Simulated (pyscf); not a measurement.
HO–PH–OH + silane (SiH₄) -> silanol (HO–SiH₃) + HO–PH₂ (four-centre exchange; singlet surface; O–P, H–Si broken, O–Si, H–P formed). Structures and frequencies: ωB97X-D3(BJ)/def2-SVP in PySCF. Energies in kcal/mol from the separated reactants.

```tsv
level	barrier	reaction energy
ωB97X-D3(BJ)/def2-TZVP	32.6	-10.2
PBE/def2-TZVP	29.7	-8.3
r²SCAN/def2-TZVP	…	-9.7
PBE0-D3(BJ)/def2-TZVP	30.2	-9.7
M06-2X/def2-TZVP	…	…
ωB97M-D3(BJ)/def2-TZVP	33.3	-10.4
```

Q: Some entries are withheld; supply them.

A: 
- r²SCAN/def2-TZVP, barrier: 30.4
- M06-2X/def2-TZVP, barrier: 32.4
- M06-2X/def2-TZVP, reaction energy: -11.6

The functionals in the table span 3.6 kcal/mol in this barrier, from PBE to ωB97M-D3(BJ). On the product side the descent ends in a complex (not fully relaxed), 6.0 kcal/mol under the separated species and 48.8 kcal/mol under the saddle at ωB97X-D3(BJ)/def2-TZVP. One saddle was located; it need not be the lowest between these sides.
